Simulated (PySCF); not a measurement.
## Calculated properties of `C[C@H]1CS1`

C3H6S.
Cartesian coordinates in Å at the PBE0-D3(BJ)/def2-TZVP level; atoms count from 1:
```
atom  x, y, z in Å
C1    -1.0604   -0.5380   -0.3842
C2     0.3413   -0.4127    0.1335
C3     0.9892    0.9135    0.2092
S4     0.5898    0.2047    1.8186
H5    -1.6624    0.3162   -0.0685
H6    -1.0581   -0.5761   -1.4785
H7    -1.5382   -1.4465   -0.0139
H8     0.9996   -1.2427   -0.1077
H9     0.3964    1.7761   -0.0781
H10    2.0469    0.9895   -0.0170
```

Structural features include: sulfide.

PBE0-D3(BJ)/def2-TZVP geometry optimisation, gas phase (PySCF):

```yaml
Point_group: C1
Rotational_constants_A_B_C: 11.848, 4.899, 3.986 GHz
```

**CAM-B3LYP/aug-cc-pVTZ ground state and vertical TDDFT (core frozen in the response) (PySCF)**

```yaml
Dipole_moment: 2.07 D
HOMO_energy: -7.87 eV
LUMO_energy: 0.25 eV
HOMO–LUMO_gap: 8.12 eV
Lowest_singlet_excitation: 4.82 eV (257 nm, f = 0.000)
Strongest_line_among_the_10_lowest_singlet_transitions: S9 at 7.47 eV (166 nm, f = 0.049)
Lowest_triplet_excitation_Tamm–Dancoff: 4.42 eV
Static_isotropic_polarisability: 56.8 au
Electronic_spatial_extent_⟨r²⟩_about_the_centre_of_nuclear_charge: 367 bohr²
```

B97-2/pcSseg-2 ground state and GIAO shieldings, non-relativistic (PySCF):

```yaml
13C_chemical_shifts_computed_TMS_as_zero_by_class: 33.3 (C2), 29.2 (C3), 25.2 (C1) ppm
1H_chemical_shifts_computed_TMS_as_zero_by_class: 2.74 (H8), 2.36 (H10), 1.89 (H9), 1.45 (H5/H6/H7) ppm
Isotropic_shieldings_of_nuclei_other_than_C_and_H_by_class: 705 (S4) ppm
```

Monoisotopic mass from the formula: 74.0190 u.

With B = h/(8π²I), that is 505.379 GHz u Å² over I, the principal moments of inertia are 42.7, 103.2 and 126.8 u Å² (most abundant isotopes); the inertial defect Ic − Ia − Ib is -19.1 u Å² (zero for a rigid planar frame, negative otherwise). The vertical singlet–triplet gap S1 − T1 is 0.40 eV (TDDFT singlet less Tamm–Dancoff triplet). In atomic units the dipole is 0.81 e·bohr (1 au = 2.5417 D). The rotational constants make it an asymmetric top with κ = (2B − A − C)/(A − C) = -0.77, nearer the prolate limit (−1).

Isolated species at its PBE0-D3(BJ)/def2-TZVP geometry, gas phase. NMR classes are plain means over equivalent atoms (diastereotopic ones count apart unless rotation or inversion swaps them), as if these changed places fast; in this geometry the members of some classes differ.
